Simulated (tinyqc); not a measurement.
Inside a calculation. Method: ROHF in the sto-3g basis, for H2O, spin multiplicity 3. This run ends on a higher stationary point, not on the lowest solution. One step of it, computed by the program tinyqc.

Task: Iteration 1: building the Fock matrix. J_ij = sum D_kl (ij|kl) with D = D(alpha) + D(beta), K_ij = sum D_kl (ik|jl) for each spin; F = H + J - K(s); E = tr D H + tr D J / 2 - 0.5 sum_s tr D(s) K(s) + E_nn.

D(alpha) at the start, lower triangle:
```
,1O 1s,1O 2s,1O 2px,1O 2py,1O 2pz,2H 1s,3H 1s
1O 1s,1.035286
1O 2s,-0.148069,0.663920
1O 2px,0.000000,0.000000,1.000000
1O 2py,0.000000,0.000000,0.000000,1.180880
1O 2pz,0.050149,-0.184227,0.000000,0.000000,0.916226
2H 1s,-0.064370,0.174799,0.000000,-0.364458,0.064549,0.795848
3H 1s,-0.064370,0.174799,0.000000,0.364458,0.064549,-0.672848,0.795848
```

D(beta) at the start, lower triangle:
```
,1O 1s,1O 2s,1O 2px,1O 2py,1O 2pz,2H 1s,3H 1s
1O 1s,1.035286
1O 2s,-0.148069,0.663920
1O 2px,0.000000,0.000000,0.000000
1O 2py,0.000000,0.000000,0.000000,0.785085
1O 2pz,0.050149,-0.184227,0.000000,0.000000,0.916226
2H 1s,-0.064370,0.174799,0.000000,0.162217,0.064549,0.095018
3H 1s,-0.064370,0.174799,0.000000,-0.162217,0.064549,0.027982,0.095018
```

core Hamiltonian H = T + V (hartree), lower triangle:
```
,1O 1s,1O 2s,1O 2px,1O 2py,1O 2pz,2H 1s,3H 1s
1O 1s,-32.556623
1O 2s,-7.573916,-9.181032
1O 2px,0.000000,0.000000,-7.330476
1O 2py,0.000000,0.000000,0.000000,-7.425960
1O 2pz,-0.014913,-0.183028,0.000000,0.000000,-7.405227
2H 1s,-1.169998,-2.786196,0.000000,-1.537908,-1.412499,-4.474809
3H 1s,-1.169998,-2.786196,0.000000,1.537908,-1.412499,-1.121394,-4.474809
```

Two-electron integrals (ij|kl) in chemists' order, unique and non-zero (hartree):
```
i,j,k,l,(ij|kl)
1,1,1,1,4.785065
2,1,1,1,0.741380
2,1,2,1,0.136873
2,2,1,1,1.118947
2,2,2,1,0.256633
2,2,2,2,0.817206
3,1,3,1,0.024477
3,2,3,1,0.037809
3,2,3,2,0.180518
3,3,1,1,1.115814
3,3,2,1,0.256684
3,3,2,2,0.817023
3,3,3,3,0.880159
4,1,4,1,0.024477
4,2,4,1,0.037809
4,2,4,2,0.180518
4,3,4,3,0.047444
4,4,1,1,1.115814
4,4,2,1,0.256684
4,4,2,2,0.817023
4,4,3,3,0.785270
4,4,4,4,0.880159
5,1,5,1,0.024477
5,2,5,1,0.037809
5,2,5,2,0.180518
5,3,5,3,0.047444
5,4,5,4,0.047444
5,5,1,1,1.115814
5,5,2,1,0.256684
5,5,2,2,0.817023
5,5,3,3,0.785270
5,5,4,4,0.785270
5,5,5,5,0.880159
6,1,1,1,0.114905
6,1,2,1,0.021052
6,1,2,2,0.039276
6,1,3,3,0.039199
6,1,4,1,0.000721
6,1,4,2,0.001359
6,1,4,4,0.039332
6,1,5,1,0.000638
6,1,5,2,0.001203
6,1,5,4,0.000118
6,1,5,5,0.039303
6,1,6,1,0.003279
6,2,1,1,0.299749
6,2,2,1,0.069699
6,2,2,2,0.248212
6,2,3,3,0.243844
6,2,4,1,0.003924
6,2,4,2,0.030888
6,2,4,4,0.251057
6,2,5,1,0.003472
6,2,5,2,0.027330
6,2,5,4,0.006382
6,2,5,5,0.249491
6,2,6,1,0.010948
6,2,6,2,0.095978
6,3,3,1,0.007043
6,3,3,2,0.041902
6,3,4,3,0.006296
6,3,5,3,0.005570
6,3,6,3,0.013175
6,4,1,1,0.168114
6,4,2,1,0.039573
6,4,2,2,0.150456
6,4,3,3,0.143746
6,4,4,1,0.008984
6,4,4,2,0.059477
6,4,4,4,0.160470
6,4,5,1,0.001718
6,4,5,2,0.015551
6,4,5,4,0.009227
6,4,5,5,0.146981
6,4,6,1,0.006470
6,4,6,2,0.070712
6,4,6,4,0.064675
6,5,1,1,0.148747
6,5,2,1,0.035014
6,5,2,2,0.133123
6,5,3,3,0.127186
6,5,4,1,0.001718
6,5,4,2,0.015551
6,5,4,4,0.130842
6,5,5,1,0.008563
6,5,5,2,0.055661
6,5,5,4,0.009531
6,5,5,5,0.141189
6,5,6,1,0.005725
6,5,6,2,0.062566
6,5,6,4,0.045567
6,5,6,5,0.053493
6,6,1,1,0.461486
6,6,2,1,0.109031
6,6,2,2,0.446964
6,6,3,3,0.429525
6,6,4,1,0.007460
6,6,4,2,0.082437
6,6,4,4,0.458559
6,6,5,1,0.006601
6,6,5,2,0.072940
6,6,5,4,0.025689
6,6,5,5,0.452254
6,6,6,1,0.017245
6,6,6,2,0.224623
6,6,6,4,0.188854
6,6,6,5,0.167098
6,6,6,6,0.774606
7,1,1,1,0.114905
7,1,2,1,0.021052
7,1,2,2,0.039276
7,1,3,3,0.039199
7,1,4,1,-0.000721
7,1,4,2,-0.001359
7,1,4,4,0.039332
7,1,5,1,0.000638
7,1,5,2,0.001203
7,1,5,4,-0.000118
7,1,5,5,0.039303
7,1,6,1,0.003234
7,1,6,2,0.010633
7,1,6,4,0.005778
7,1,6,5,0.005565
7,1,6,6,0.016622
7,1,7,1,0.003279
7,2,1,1,0.299749
7,2,2,1,0.069699
7,2,2,2,0.248212
7,2,3,3,0.243844
7,2,4,1,-0.003924
7,2,4,2,-0.030888
7,2,4,4,0.251057
7,2,5,1,0.003472
7,2,5,2,0.027330
7,2,5,4,-0.006382
7,2,5,5,0.249491
7,2,6,1,0.010633
7,2,6,2,0.077602
7,2,6,4,0.039592
7,2,6,5,0.049227
7,2,6,6,0.148085
7,2,7,1,0.010948
7,2,7,2,0.095978
7,3,3,1,0.007043
7,3,3,2,0.041902
7,3,4,3,-0.006296
7,3,5,3,0.005570
7,3,6,3,0.010302
7,3,7,3,0.013175
7,4,1,1,-0.168114
7,4,2,1,-0.039573
7,4,2,2,-0.150456
7,4,3,3,-0.143746
7,4,4,1,0.008984
7,4,4,2,0.059477
7,4,4,4,-0.160470
7,4,5,1,-0.001718
7,4,5,2,-0.015551
7,4,5,4,0.009227
7,4,5,5,-0.146981
7,4,6,1,-0.005778
7,4,6,2,-0.039592
7,4,6,4,-0.010338
7,4,6,5,-0.024611
7,4,6,6,-0.068350
7,4,7,1,-0.006470
7,4,7,2,-0.070712
7,4,7,4,0.064675
7,5,1,1,0.148747
7,5,2,1,0.035014
7,5,2,2,0.133123
7,5,3,3,0.127186
7,5,4,1,-0.001718
7,5,4,2,-0.015551
7,5,4,4,0.130842
7,5,5,1,0.008563
7,5,5,2,0.055661
7,5,5,4,-0.009531
7,5,5,5,0.141189
7,5,6,1,0.005565
7,5,6,2,0.049227
7,5,6,4,0.024611
7,5,6,5,0.041071
7,5,6,6,0.102596
7,5,7,1,0.005725
7,5,7,2,0.062566
7,5,7,4,-0.045567
7,5,7,5,0.053493
7,6,1,1,0.109821
7,6,2,1,0.025806
7,6,2,2,0.100807
7,6,3,3,0.098240
7,6,4,4,0.100006
7,6,5,1,0.001937
7,6,5,2,0.018637
7,6,5,5,0.104064
7,6,6,1,0.004019
7,6,6,2,0.039685
7,6,6,4,0.025374
7,6,6,5,0.029091
7,6,6,6,0.099827
7,6,7,1,0.004019
7,6,7,2,0.039685
7,6,7,4,-0.025374
7,6,7,5,0.029091
7,6,7,6,0.020967
7,7,1,1,0.461486
7,7,2,1,0.109031
7,7,2,2,0.446964
7,7,3,3,0.429525
7,7,4,1,-0.007460
7,7,4,2,-0.082437
7,7,4,4,0.458559
7,7,5,1,0.006601
7,7,5,2,0.072940
7,7,5,4,-0.025689
7,7,5,5,0.452254
7,7,6,1,0.016622
7,7,6,2,0.148085
7,7,6,4,0.068350
7,7,6,5,0.102596
7,7,6,6,0.310924
7,7,7,1,0.017245
7,7,7,2,0.224623
7,7,7,4,-0.188854
7,7,7,5,0.167098
7,7,7,6,0.099827
7,7,7,7,0.774606
```

nuclear repulsion = 7.84518312 hartree

Give: Coulomb J; exchange K(alpha); exchange K(beta); F(alpha); F(beta); total energy of this density.

Result:

Coulomb J (hartree), lower triangle:
```
,1O 1s,1O 2s,1O 2px,1O 2py,1O 2pz,2H 1s,3H 1s
1O 1s,17.2901
1O 2s,3.2601,8.1107
1O 2px,0.0000,0.0000,8.0150
1O 2py,0.0000,0.0000,0.0000,8.1544
1O 2pz,-0.0061,0.0342,0.0000,0.0000,8.1394
2H 1s,0.5018,2.4650,0.0000,1.5000,1.3419,4.6476
3H 1s,0.5018,2.4650,0.0000,-1.5000,1.3419,1.0169,4.6476
```

exchange K(alpha) (hartree), lower triangle:
```
,1O 1s,1O 2s,1O 2px,1O 2py,1O 2pz,2H 1s,3H 1s
1O 1s,4.8862
1O 2s,0.8657,1.3333
1O 2px,0.0000,0.0000,1.1405
1O 2py,0.0000,0.0000,0.0000,1.1888
1O 2pz,0.0028,-0.0611,0.0000,0.0000,1.1330
2H 1s,0.1351,0.4776,0.0000,0.2444,0.2369,0.6746
3H 1s,0.1351,0.4776,0.0000,-0.2444,0.2369,0.1168,0.6746
```

exchange K(beta) (hartree), lower triangle:
```
,1O 1s,1O 2s,1O 2px,1O 2py,1O 2pz,2H 1s,3H 1s
1O 1s,4.8534
1O 2s,0.8181,1.1207
1O 2px,0.0000,0.0000,0.2508
1O 2py,0.0000,0.0000,0.0000,1.0260
1O 2pz,0.0045,-0.0567,0.0000,0.0000,1.0695
2H 1s,0.1284,0.4183,0.0000,0.2582,0.2071,0.3904
3H 1s,0.1284,0.4183,0.0000,-0.2582,0.2071,0.1580,0.3904
```

F(alpha) (hartree), lower triangle:
```
,1O 1s,1O 2s,1O 2px,1O 2py,1O 2pz,2H 1s,3H 1s
1O 1s,-20.1527
1O 2s,-5.1795,-2.4037
1O 2px,0.0000,0.0000,-0.4560
1O 2py,0.0000,0.0000,0.0000,-0.4604
1O 2pz,-0.0239,-0.0877,0.0000,0.0000,-0.3989
2H 1s,-0.8034,-0.7988,0.0000,-0.2823,-0.3075,-0.5018
3H 1s,-0.8034,-0.7988,0.0000,0.2823,-0.3075,-0.2212,-0.5018
```

F(beta) (hartree), lower triangle:
```
,1O 1s,1O 2s,1O 2px,1O 2py,1O 2pz,2H 1s,3H 1s
1O 1s,-20.1200
1O 2s,-5.1319,-2.1910
1O 2px,0.0000,0.0000,0.4337
1O 2py,0.0000,0.0000,0.0000,-0.2975
1O 2pz,-0.0256,-0.0921,0.0000,0.0000,-0.3353
2H 1s,-0.7966,-0.7395,0.0000,-0.2961,-0.2777,-0.2176
3H 1s,-0.7966,-0.7395,0.0000,0.2961,-0.2777,-0.2624,-0.2176
```

total energy of this density = -74.393196 hartree
